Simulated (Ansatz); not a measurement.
One crystal and one scan (energy against volume) at two levels, PBEsol (plane waves to 420 eV, PAW, scalar-relativistic; Ansatz, a first-principles code) and PBE (plane waves to 420 eV, PAW, scalar-relativistic; Ansatz), each from its own relaxed cell and on its own mesh. The cell shown is that of PBEsol.

AlAs (zinc blende)

```
AlAs
1.0
    0.00000     2.83713     2.83713
    2.83713     0.00000     2.83713
    2.83713     2.83713     0.00000
As Al
1 1
Cartesian
  4.25569   4.25569   4.25569
  0.00000   0.00000   0.00000
```

E(V) scan at fixed shape, V₀ the volume above. Symmetry pins the atoms to their sites.

E stands for the smeared free energy. AlAs was relaxed with its symmetry unable to fall. The PAW data are Ansatz's earlier set. Percentages come from the unrounded values. Both scans cover V/V₀ from 0.840 to 1.160.

Results of PBEsol:

- Lattice constant a (Å): 5.674
- Band gap of the relaxed cell, no spin-orbit coupling (eV): 1.34
- Pressure at the smallest volume (GPa): 18.1
- Energy cost of the largest compression (meV/atom): 178.2
- Energy cost of the largest expansion (meV/atom): 101.0
- Bulk modulus B₀ (third-order Birch-Murnaghan fit) (GPa): 71.9
- Pressure for 5 % compression (fit) (GPa): 4.1

Estimate the PBE values.


```
quantity                                                     PBE     PBEsol − PBE
---------------------------------------------------------  -----  ---------------
Lattice constant a (Å)                                     5.728  -0.054 (-0.9 %)
Band gap of the relaxed cell, no spin-orbit coupling (eV)   1.50    -0.16 (-11 %)
Pressure at the smallest volume (GPa)                       16.9      +1.2 (+7 %)
Energy cost of the largest compression (meV/atom)          170.9    +7.3 (+4.2 %)
Energy cost of the largest expansion (meV/atom)             96.4    +4.6 (+4.7 %)
Bulk modulus B₀ (third-order Birch-Murnaghan fit) (GPa)     66.9    +5.0 (+7.5 %)
Pressure for 5 % compression (fit) (GPa)                     3.8      +0.3 (+7 %)
```

PBEsol gives the higher value for: pressure at the smallest volume; energy cost of the largest compression; energy cost of the largest expansion; bulk modulus B₀; pressure for 5 % compression. PBEsol gives the lower value for: lattice constant a; band gap of the relaxed cell, no spin-orbit coupling. For the lattice constant a the reference is 5.649 Å (measured, corrected to the static lattice; as given in Daniel Mejia-Rodriguez, S. B. Trickey, Physical Review B (2018), arXiv:1807.09216): PBEsol lies nearer. For the bulk modulus B₀ the reference is 75 GPa (measured, corrected to the static lattice; as given in Daniel Mejia-Rodriguez, S. B. Trickey, Physical Review B (2018), arXiv:1807.09216): PBEsol lies nearer. 

(A scan under strain: stresses follow from slopes of the energy per volume, elastic moduli from its curvatures.)
